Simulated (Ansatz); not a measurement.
fcc Au, treated with PBEsol (Ansatz, a first-principles code, PAW).

Run with plane-wave cutoff 520 eV, 20×20×20 k mesh, Fermi–Dirac smearing 0.1 eV, perturbation theory, scalar-relativistic PAW data made under PBE.

The cell has the measured lattice parameters. Conventional cell: a = 4.0786 Å, b = 4.0786 Å, c = 4.0786 Å, α = 90.00°, β = 90.00°, γ = 90.00°.

Harmonic phonon frequencies (cm⁻¹; i marks an imaginary mode):

```
q point  frequencies
-------  -----------
X          87 87 150
L                ___
W         85 119 119
```

### Question
Complete the blanks.

### Answer

- L, frequencies: 60 60 154

No imaginary mode appears at these points.

Note: the cell isn't this level's own, so it is under some stress, which shifts stiffness and frequencies.
